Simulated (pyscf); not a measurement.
H₂N–Ta(Cl)(Cl)(Cl)–Cl + H₂S -> H₂N–Ta(Cl)(Cl)(Cl)–Cl + H₂S (four-centre exchange; singlet surface; H–N, H–S broken, H–N, H–S formed). Single points on ωB97X-D3(BJ)/def2-SVP structures (PySCF, gas phase). Energies in kcal/mol from the separated reactants.

```json
[
 {"level": "ωB97X-D3(BJ)/def2-TZVP", "barrier": "42.4", "reaction energy": "0.0"},
 {"level": "PBE/def2-TZVP", "barrier": "28.5", "reaction energy": "0.0"},
 {"level": "PBE0-D3(BJ)/def2-TZVP", "barrier": "33.1", "reaction energy": "0.0"},
 {"level": "M06-2X/def2-TZVP", "barrier": "(withheld)", "reaction energy": "0.0"},
 {"level": "ωB97M-D3(BJ)/def2-TZVP", "barrier": "(withheld)", "reaction energy": "0.0"},
 {"level": "HF/def2-TZVP", "barrier": "57.5", "reaction energy": "0.0"}
]
```

### Question
What belongs in the gaps?

### Answer

- M06-2X/def2-TZVP, barrier: 41.3
- ωB97M-D3(BJ)/def2-TZVP, barrier: 41.9

The functionals in the table span 13.9 kcal/mol in this barrier, from PBE to ωB97X-D3(BJ). One saddle was located; it need not be the lowest between these sides. A restricted solution here is unstable towards spin polarisation, so biradical character is likely and single-reference numbers are less safe. Elements past Kr carry the def2 core potentials, without spin-orbit coupling.
